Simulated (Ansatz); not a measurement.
A calculation with Ansatz (development build ahead of 0.2.0).

```yaml
crystal:
  periodic: [false, false, false]
  atoms:
    - { symbol: Si, position_ang: [-0.54692, -0.36691, 1.21402] }
    - { symbol: Si, position_ang: [0.54416, 0.37458, -1.22313] }
    - { symbol: H, position_ang: [0.70374, -0.60504, 1.93872] }
    - { symbol: H, position_ang: [-1.28371, 0.86654, 1.50047] }
    - { symbol: H, position_ang: [-1.30709, -1.53194, 0.75464] }
    - { symbol: H, position_ang: [-0.70701, 0.60558, -1.94943] }
    - { symbol: H, position_ang: [1.29828, 1.54489, -0.76731] }
    - { symbol: H, position_ang: [1.28585, -0.85836, -1.50015] }
basis:
  gaussian: { orbitals: def2-SVP }
total_charge: 1
magnetization:
  spin_polarized: true
  initial_magnetization: 1
hamiltonian:
  xc: hf
correlation:
  method: mp2
  frozen_orbitals: { H: 0, Si: 5 }
output:
  forces: true
```

The input is written out in the form of the current development build from the run's settings.

The run gave:

```json
{
  "Converged": "yes",
  "Reference energy": "-580.83656 hartree",
  "Correlation energy": "-0.18636 hartree",
  "Total energy": "-581.02292 hartree",
  "Spin squared of the determinant": "0.754",
  "Stability test": "minimum"
}
```

Forces (eV/Å):
```json
{"atom": "Si1", "Fx": "0.032", "Fy": "0.021", "Fz": "-0.070"}
{"atom": "Si2", "Fx": "-0.035", "Fy": "-0.021", "Fz": "0.078"}
{"atom": "H3", "Fx": "0.086", "Fy": "-0.004", "Fz": "0.012"}
{"atom": "H4", "Fx": "-0.029", "Fy": "0.079", "Fz": "-0.015"}
{"atom": "H5", "Fx": "-0.032", "Fy": "-0.057", "Fz": "-0.056"}
{"atom": "H6", "Fx": "-0.083", "Fy": "-0.001", "Fz": "-0.015"}
{"atom": "H7", "Fx": "0.034", "Fy": "0.056", "Fz": "0.055"}
{"atom": "H8", "Fx": "0.026", "Fy": "-0.073", "Fz": "0.011"}
```
